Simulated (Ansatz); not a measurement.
# BCN+ (doublet): from Hartree-Fock to the top rungs, cc-pVDZ

One table from this session's results is given with a row withheld; the runs are named, their logs left out.

Computed with Ansatz 0.2.0, Gaussian basis. Level: cc-pVDZ, core rule «outside noble gas», up to 3 orbitals frozen.

The runs, in order: UHF; CCSD(T) on ROHF; CCSD(T) on UHF; BCCD(T) on ROHF; CISD; CCSDT(Q) on ROHF; CCSDT(Q) on UHF; CASSCF and MRCISD+Q, 11 electrons in 12 orbitals; CASSCF and NEVPT2, 11 electrons in 12 orbitals.

4 further runs of the same task are left out: 4 set aside as unsound or not needed.

## The geometry

The geometry is a PBE0/def2-TZVP stationary point (not a proven minimum) of the parent state, kept for this charge and spin.

3 atoms, charge 1, spin multiplicity 2.

Atoms are counted from 1 here; the program's logs count them from 0.

Bond lengths: C1–N3 1.183 Å, B2–N3 1.415 Å. Angles: C1–N3–B2 180.0°.

Set-up of the first run:

The input, in.yaml:

```yaml
crystal:
  periodic: [false, false, false]
  atoms:
    - {symbol: C, position_ang: [0.000000, 0.000000, 1.260338]}
    - {symbol: B, position_ang: [0.000000, 0.000000, -1.337907]}
    - {symbol: N, position_ang: [0.000000, 0.000000, 0.077569]}
basis:
  gaussian: {orbitals: cc-pVDZ}
total_charge: 1
magnetization: {spin_polarized: true, initial_magnetization: 1}
hamiltonian: {xc: hf}
output: {orbitals: {seedname: orbitals}}
```

The run is started by

```
$ ansatz run in.yaml --threads 1 --pin off --events-out ev --progress --plain --max-ram 4096MiB --backend cpu
```

Among the steps run: UHF; CCSD(T) on ROHF; CCSD(T) on UHF; BCCD(T) on ROHF; CISD; CCSDT(Q) on ROHF; CCSDT(Q) on UHF; CASSCF and MRCISD+Q, 11 electrons in 12 orbitals; CASSCF and NEVPT2, 11 electrons in 12 orbitals.

One table of the session follows, with a row left open; its other results are not shown here.

| method | from UCCSDT(Q) (kJ/mol) |
| --- | --- |
| ROHF | +824.3 |
| UHF | +821.6 |
| RMP2 | +97.7 |
| UMP2 | +96.3 |
| CISD | +107.6 |
| RCCSD | +47.2 |
| UCCSD | +47.1 |
| RCCSD(T) | +6.8 |
| UCCSD(T) | +6.8 |
| BCCD(T) | +6.2 |
| RCCSDT | +3.7 |
| UCCSDT | +3.7 |
| RCCSDT(Q) | +0.7 |
| UCCSDT(Q) | 0 |
| CASSCF valence | +377.5 |
| NEVPT2 valence | +77.0 |
| MRCISD valence | +20.5 |
| MRCISD+Q valence | ? |

**Question.** Estimate the row for MRCISD+Q valence.

The run gave: from UCCSDT(Q) (kJ/mol): +3.5. In the column «from UCCSDT(Q) (kJ/mol)» it lies between RCCSDT(Q) (+0.7) and RCCSDT (+3.7).

Caveats from the session: Restricted and unrestricted rows rest on different reference determinants; where their highest levels disagree by more than a few hundredths of an eV, they describe different states and don't form one ladder.
